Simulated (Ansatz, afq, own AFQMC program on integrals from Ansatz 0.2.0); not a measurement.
**HfCl, quartet: AFQMC among the cluster methods**

```yaml
atoms:
  - { symbol: Hf, position_ang: [0.0000, 0.0000, 0.0000] }
  - { symbol: Cl, position_ang: [0.0000, 0.0000, 2.3043] }
```

Basis def2-SVP with its core potentials. Only valence electrons are correlated. Integrals, coupled cluster, full CI and functionals: Ansatz 0.2.0; the random walks run on the same integrals in our own AFQMC program. ph-AFQMC/CISD is guided by a CISD state made of CCSD amplitudes; releasing the constraint for a short imaginary time cuts its bias at the price of noise, slowly where states lie close. ± is one standard error of the sampling. No spin–orbit coupling. The metal's outer-core s and p shells are frozen, which shifts wave-function levels against functionals.

Determinant: UHF, the one that the program's search chose, which needn't be the lowest solution. The geometry is a PBE0/def2-TZVP stationary point of this or a neighbouring charge and spin state.

No full CI on the walks' own integrals is used here; CCSDT(Q) serves as the reference and is uncertain by about the last step of the cluster series.

Cautions: no spin-orbit coupling; outer-core shells of the metal frozen; another spin lies lower (by 951 meV).

```
T1 diagnostic                               : 0.0261
weight of the determinant in the CISD state : 0.907
⟨S²⟩ of the determinant                     : 3.756
size of the correlated space                : 11 electrons in 41 orbitals
```

```json
{"level": "MP2", "correlation energy (eV)": "-4.5128"}
{"level": "CCSD", "correlation energy (eV)": "-4.9599"}
{"level": "CCSD(T)", "correlation energy (eV)": "-5.0810"}
```

Task: Estimate where AFQMC with the constraint released lies against CCSD(T) on the same integrals.

Result: 2.2 ± 0.4 kJ/mol below CCSD(T).

Reference: CCSDT(Q), correlation energy -5.105 eV. The released energy is read at 3.00 1/Eh, later times being too noisy (meV from the phaseless value at times in 1/Eh: -7.0 ± 1.6 at 0.60, -2.7 ± 2.1 at 1.20, -6 ± 3 at 2.00, -8 ± 4 at 3.00, -1 ± 14 at 4.20).

```tsv
level	E − E(reference) (kJ/mol)	share of correlation (%)
CCSD(T)	2.3	99.53
CCSDT	1.0	99.80
ph-AFQMC/CISD	0.9 ± 0.2	99.81
released AFQMC	0.1 ± 0.4	99.97
```

Released energies are given only where the last usable release times agree within the noise; a slower fall can still hide under it.
